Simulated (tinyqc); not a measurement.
UHF in the sto-3g basis, for H3O+, spin multiplicity 1, step by step (part 4 of 4). Computed by tinyqc, a small Python program that keeps every step (integrals from PySCF). Command: `OMP_NUM_THREADS=1 python tinyqc.py 26972 26973 out.jsonl` (the two numbers bound the seeds that draw the settings). One thread of a shared host (Intel(R) Xeon(R) Processor @ 2.60GHz), about 0.1 s of CPU time with the checks.

Geometry (angstrom):
```
atom          x          y         z
O      0.000000   0.000000  0.077000
H      0.924000   0.000000  0.000000
H     -0.462000   0.800000  0.000000
H     -0.462000  -0.800000  0.000000
```

## Convergence

Stop when the energy changes by less than 1e-08 hartree and every element of the error matrix X^T (F D S - S D F) X (for each spin) is below 3e-05.

Course of the cycle:
```
iteration   E (hartree)     change  largest element of the error matrix
1          -75.11329143          -                             2.76e-01
2          -75.15981758  -4.65e-02                             1.96e-01
3          -75.19745644  -3.76e-02                             1.40e-01
4          -75.22705248  -2.96e-02                             9.95e-02
5          -75.24986121  -2.28e-02                             7.09e-02
6          -75.26718121  -1.73e-02                             5.05e-02
7          -75.28018703  -1.30e-02                             3.61e-02
8          -75.28986929  -9.68e-03                             2.61e-02
9          -75.29702862  -7.16e-03                             2.21e-02
10         -75.30229396  -5.27e-03                             1.87e-02
11         -75.30614965  -3.86e-03                             1.58e-02
12         -75.30896318  -2.81e-03                             1.33e-02
13         -75.31101036  -2.05e-03                             1.12e-02
14         -75.31249641  -1.49e-03                             9.49e-03
...                 ...        ...                                  ...
37         -75.31636014  -7.49e-07                             1.93e-04
38         -75.31636067  -5.36e-07                             1.63e-04
39         -75.31636106  -3.84e-07                             1.38e-04
40         -75.31636133  -2.75e-07                             1.16e-04
41         -75.31636153  -1.97e-07                             9.80e-05
42         -75.31636167  -1.41e-07                             8.28e-05
43         -75.31636177  -1.01e-07                             6.99e-05
44         -75.31636185  -7.24e-08                             5.90e-05
45         -75.31636190  -5.19e-08                             4.98e-05
46         -75.31636194  -3.72e-08                             4.21e-05
47         -75.31636196  -2.66e-08                             3.55e-05
48         -75.31636198  -1.90e-08                             3.00e-05
49         -75.31636199  -1.36e-08                             2.54e-05
50         -75.31636201  -9.77e-09                             2.14e-05
```

PySCF UHF in the same basis, after a stability check = -75.31636203 hartree

Converged in 50 iterations.

## Populations, bond orders and dipole

D(alpha) after iteration 50:
```
            1O 1s      1O 2s     1O 2px     1O 2py     1O 2pz      2H 1s      3H 1s      4H 1s
1O 1s    1.046120  -0.181515  -0.000002   0.000000  -0.009481  -0.028876  -0.028872  -0.028872
1O 2s   -0.181515   0.759686   0.000030   0.000000   0.053511   0.083425   0.083376   0.083376
1O 2px  -0.000002   0.000030   0.501974   0.000000  -0.000029   0.271076  -0.135541  -0.135541
1O 2py   0.000000   0.000000   0.000000   0.501971   0.000000   0.000000   0.234775  -0.234775
1O 2pz  -0.009481   0.053511  -0.000029   0.000000   0.993452  -0.024889  -0.024924  -0.024924
2H 1s   -0.028876   0.083425   0.271076   0.000000  -0.024889   0.156578  -0.063005  -0.063005
3H 1s   -0.028872   0.083376  -0.135541   0.234775  -0.024924  -0.063005   0.156593  -0.063018
4H 1s   -0.028872   0.083376  -0.135541  -0.234775  -0.024924  -0.063005  -0.063018   0.156593
```

D(beta) after iteration 50:
```
            1O 1s      1O 2s     1O 2px     1O 2py     1O 2pz      2H 1s      3H 1s      4H 1s
1O 1s    1.046120  -0.181515  -0.000001   0.000000  -0.009481  -0.028875  -0.028872  -0.028872
1O 2s   -0.181515   0.759686   0.000024   0.000000   0.053511   0.083420   0.083379   0.083379
1O 2px  -0.000001   0.000024   0.501966   0.000000   0.000017   0.271081  -0.135539  -0.135539
1O 2py   0.000000   0.000000   0.000000   0.501979   0.000000   0.000000   0.234774  -0.234774
1O 2pz  -0.009481   0.053511   0.000017   0.000000   0.993452  -0.024937  -0.024900  -0.024900
2H 1s   -0.028875   0.083420   0.271081   0.000000  -0.024937   0.156589  -0.063005  -0.063005
3H 1s   -0.028872   0.083379  -0.135539   0.234774  -0.024900  -0.063005   0.156588  -0.063018
4H 1s   -0.028872   0.083379  -0.135539  -0.234774  -0.024900  -0.063005  -0.063018   0.156588
```

overlap S:
```
           1O 1s     1O 2s     1O 2px     1O 2py     1O 2pz      2H 1s      3H 1s      4H 1s
1O 1s   1.000000  0.236704   0.000000   0.000000   0.000000   0.057950   0.057975   0.057975
1O 2s   0.236704  1.000000   0.000000   0.000000   0.000000   0.494691   0.494811   0.494811
1O 2px  0.000000  0.000000   1.000000   0.000000   0.000000   0.402272  -0.201205  -0.201205
1O 2py  0.000000  0.000000   0.000000   1.000000   0.000000   0.000000   0.348406  -0.348406
1O 2pz  0.000000  0.000000   0.000000   0.000000   1.000000  -0.033523  -0.033534  -0.033534
2H 1s   0.057950  0.494691   0.402272   0.000000  -0.033523   1.000000   0.221981   0.221981
3H 1s   0.057975  0.494811  -0.201205   0.348406  -0.033534   0.221981   1.000000   0.222082
4H 1s   0.057975  0.494811  -0.201205  -0.348406  -0.033534   0.221981   0.222082   1.000000
```

Mulliken: Z minus the diagonal of D S on the atom; Loewdin: the same with S^(1/2) D S^(1/2); Mayer order: 2 sum_s sum (D(s) S)_ij (D(s) S)_ji over the two atoms.

Charges (e):
```
atom   Mulliken    Loewdin  Mulliken spin
1O    -0.331440  -0.006516      -7.73e-08
2H     0.443821   0.335545      -0.000012
3H     0.443809   0.335485       0.000006
4H     0.443809   0.335485       0.000006
```

Mayer bond orders:
```
pair     order
2-1   0.777624
3-1   0.777639
3-2   0.012699
4-1   0.777639
4-2   0.012699
4-3   0.012695
```

dipole moment about the origin, x y z (debye): 0.000121  0.000000  -0.264021

<S^2> of the determinant (pure state: 0) = 2.31e-09
